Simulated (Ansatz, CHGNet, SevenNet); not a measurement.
Equilibrium lattice constant a of cubic Cu₃N: levels of theory against measurement

Reference value: 3.807 Å (measured, temperature not stated, copied from a table, unchecked, not corrected to a static lattice; as tabulated in Zeitschrift fuer Anorganische und Allgemeine Chemie 239, 282 (1938)).

```csv
level (code),value (Å)
CHGNet 0.3.0 (CHGNet),3.802
SevenNet-0 (SevenNet),3.815
SevenNet-l3i5 (SevenNet),3.813
LDA (Ansatz),3.720
PBE (Ansatz),…
PBEsol (Ansatz),…
```

Question: Complete the blanks.

Answer: 
- PBE (Ansatz, a program for electronic structure), value (Å): 3.828
- PBEsol (Ansatz), value (Å): 3.765

Differences against the reference: CHGNet 0.3.0 -0.13 %, SevenNet-0 +0.21 %, SevenNet-l3i5 +0.16 %, LDA -2.29 %, PBE +0.55 %, PBEsol -1.10 %.

The reference's temperature isn't stated, so close values are not ranked against it. Off by more than 1.25 % (a bound picked here): LDA (-2.29 %).

The reference has no zero-point or thermal correction, while the calculations are for a static lattice, so the differences are not the levels' errors alone. A static lattice is as a rule a little smaller than the measured one.  Ansatz's density-functional and Hartree–Fock values are scalar-relativistic unless marked +SOC, with PAW data made under PBE.

Machine-learned potentials (CHGNet 0.3.0, SevenNet-0, SevenNet-l3i5) are trained on DFT data, which may include these solids.

Differences are worked out from the printed values.
